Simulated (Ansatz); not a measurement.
Input for Ansatz (development build ahead of 0.2.0):

```yaml
crystal:
  periodic: [false, false, false]
  atoms:
    - { symbol: B, position_ang: [0.0, 0.0, 0.0] }
    - { symbol: S, position_ang: [0.0, 0.0, 1.68945] }
basis:
  gaussian: { orbitals: def2-SVP }
magnetization:
  spin_polarized: true
  initial_magnetization: 1
hamiltonian:
  xc: hf
correlation:
  method: mp2
  frozen_orbitals: { B: 1, S: 5 }
scf:
  omitted_lower_state_checks: [stability, starts, atomic_configurations, cluster_reference, orbital_swaps, given_window_search, neighbouring_geometries, increment]
```

The input is written out in the form of the current development build from the run's settings.

Output:

```json
{
 "Converged": "yes",
 "Reference energy": "-422.01616 hartree",
 "Correlation energy": "-0.17927 hartree",
 "Total energy": "-422.19543 hartree",
 "Spin squared of the determinant": "0.894",
 "Occupied orbitals by symmetry in an Abelian subgroup (alpha; beta)": "7 A1 2 B1 2 B2; 6 A1 2 B1 2 B2"
}
```

Messages of the program:
```
mean field -11483.64476979 eV, -422.0161613959 hartree, gradient 6.8e-6 eV, S^2 0.894464; 0 other ends of a descent, 0 dependent functions left out
```

Caution: the unrestricted determinant is spin contaminated.
